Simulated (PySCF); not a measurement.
**Exact mass, isotope pattern and composition**

Species: 1,2-dimethoxyethane (`COCCOC`).

All values are calculated from tables of isotopes.

Q: Molar mass and exact mass?

A: For C4H10O2, with standard atomic weights, 4 × 12.011 + 2 × 15.999 + 10 × 1.008 = 90.122 g/mol. From the most abundant isotopes (12C, 16O, 1H), 4 × 12.000000 + 2 × 15.994915 + 10 × 1.007825 = 90.0681 u.

Q: Give the isotope pattern of the molecular ion M+•, merging species of the same nominal mass.

A: 
| nominal mass | m/z (centroid) | relative intensity |
| --- | --- | --- |
| 90 | 90.0675 | 100.0 |
| 91 | 91.0710 | 4.5 |
| 92 | 92.0722 | 0.5 |

Lines under 0.1 % of the tallest are left out. One electron mass, 0.00055 u, is taken off.

Q: What is the composition by mass?

A: C 53.31 %, O 35.51 %, H 11.18 %.

Q: How much CO2 and H2O would complete combustion of 10.00 mg give?

A: 110.96 μmol of compound give 19.53 mg CO2 and 9.99 mg H2O.

Q: What resolving power m/Δm just matches the spacing of the species with one 13C and with one 2H?

A: They lie 0.00292 u apart at mass 91.07, so m/Δm is about 31000.

Q: How many rings plus π bonds does the formula give with the usual valences, and does the nitrogen rule hold?

A: (2 × 4 + 2 + 0 − 10)/2 = 0; the structure has 0 rings and 0 π bonds. The nominal mass 90 is even, with 0 nitrogens, as the rule says.

Q: Which singly substituted isotopologues are there?

A: Intensity in % of the monoisotopic species:

```json
{"isotope": "13C", "mass shift (u)": "+1.00335", "m/z": "91.0709", "intensity (%)": "4.33"}
{"isotope": "17O", "mass shift (u)": "+1.00422", "m/z": "91.0717", "intensity (%)": "0.08"}
{"isotope": "2H", "mass shift (u)": "+1.00628", "m/z": "91.0738", "intensity (%)": "0.12"}
{"isotope": "18O", "mass shift (u)": "+2.00425", "m/z": "92.0718", "intensity (%)": "0.41"}
```

Species under 0.02 % are left out.
